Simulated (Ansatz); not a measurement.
**Question.** Name a neutral molecule of C, N, O and H with HOMO–LUMO gap (PBE0/def2-TZVPP) between 6.10 and 6.40 eV and HOMO energy (PBE/def2-TZVPP) between -6.10 and -5.80 eV (Ansatz, PBE0-D4/def2-TZVP geometry).

**Answer.** `C=CC(N)=O` (6.39 eV, -5.80 eV); `C#C/N=C/O` (6.22 eV, -5.93 eV). Other molecules can fit too; these were computed, each in one conformer that needn't be the lowest.
